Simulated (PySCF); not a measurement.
Name the molecule from its bond curve

A diatomic of charge 0 contains O. Its triplet curve at PBE0 in a double-zeta basis (no relativity, PySCF), in eV from the separated fragments:

(R (Å), E (eV)): (1.290, -3.524), (1.350, -4.502), (1.410, -5.037), (1.455, -5.225), (1.500, -5.276), (1.545, -5.220), (1.605, -5.022), (1.680, -4.638), (1.770, -4.053), (1.890, -3.176)

The fit gives ωe = 1164 cm⁻¹ and the rotational constant Bₑ = 0.7057 cm⁻¹.

Question: Which atom is the partner?

Answer: The minimum lies at 1.497 Å, so the reduced mass is 16.8576 u Å² cm⁻¹/(Bₑ·Re²) = 10.66 u. With O at 15.99 u the partner weighs about 32.0 u: S. The molecule is SO.

The state was picked by a PBE0 search and need not be the measured ground state.
